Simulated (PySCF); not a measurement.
AlF3, SMILES [F][Al]([F])[F], B3LYP/def2-SVP optimised geometry.

```
4

Al    -0.41     0.00     0.00
F      1.23     0.00     0.00
F     -1.23    -1.42     0.00
F     -1.23     1.42     0.00
```

Density from PySCF with B3LYP/def2-TZVP at that geometry.

Minimum of the electron density along straight lines between bonded atoms, close to the bond critical point (lines longer than 1.1 times the sum of covalent radii, or with two minima, are not listed):

```csv
bond,length / Å,ρ at the minimum / e bohr⁻³,∇²ρ there / e bohr⁻⁵,position (fraction from the first atom)
Al1–F2,1.646,0.116,0.93,0.44
Al1–F3,1.646,0.116,0.93,0.44
Al1–F4,1.645,0.116,0.93,0.44
```
